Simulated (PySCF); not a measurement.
# AlF under electron impact: the energy ladder

CCSD(T) in PySCF with def2-TZVPPD on every atom, for the lowest determinant that a PBE0 search found; no spin–orbit coupling.

| species | state (unpaired electrons) | Re (Å) | ωe (cm⁻¹) | energy of the minimum from the neutral (eV) | De (eV) | dissociates to |
| --- | --- | --- | --- | --- | --- | --- |
| AlF | singlet (closed shell) | 1.669 | 785 | 0.00 | 6.85 | Al + F |
| AlF⁺ | doublet (σ ↑) | 1.605 | 941 | 9.60 | 3.18 | Al⁺ + F |

Task: Work out the lowest energy to break AlF into atoms, from its vibrational ground state.

Result: D0 = De − ωe/2 = 6.85 − 0.05 = 6.80 eV (CCSD(T)/def2-TZVPPD).

Task: Work out the ionisation energy of the Al atom at this level and the threshold of dissociative ionisation.

Result: IE(Al) = 9.60 + 3.18 − 6.85 = 5.93 eV, so Al⁺ + F + e⁻ appears at D0 + IE(Al) = 12.73 eV (CCSD(T)/def2-TZVPPD). The measured IE(Al) is 5.986 eV (NIST ASD).

These are thermodynamic thresholds; the onsets seen under electron impact lie higher where the geometry changes, and cross-sections peak well above them.

Correlated steps freeze 6 core orbitals. For an ion De counts to the pair picked by the measured ionisation energies or electron affinities, which need not be the lowest pair at this level. Where the molecule has an RHF reference, its open-shell atoms are computed with UHF. States were picked by a PBE0 search and need not be the measured ground states.
